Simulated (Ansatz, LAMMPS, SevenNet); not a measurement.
# Rock-salt CaO, equilibrium lattice constant a

Reference value: 4.781 Å (measured, zero-point anharmonic expansion removed; as tabulated in Chen et al. (2018), doi:10.1103/physrevmaterials.2.073803).

**Question.** Put these levels in order of the equilibrium lattice constant a that they give for rock-salt CaO, smallest first: LDA (Ansatz, a first-principles code), SevenNet-0, ionic model lewis1985a (rigid ions, LAMMPS).

**Answer.** LDA (4.708 Å), ionic model lewis1985a (4.808 Å), SevenNet-0 (4.838 Å)

Errors against the reference: ionic model lewis1985a +0.56 %, SevenNet-0 +1.19 %, LDA -1.53 %.

Ansatz's density-functional and Hartree–Fock values are scalar-relativistic unless marked +SOC, with PAW data made under PBE.

Empirical potentials (ionic model lewis1985a) are fitted to chosen data: where that held the value shown, agreement is built in, and what lay outside the fit can be far off. Machine-learned potentials (SevenNet-0) are trained on DFT data: a solid inside that data is no test of them.

Differences are worked out from the printed values.
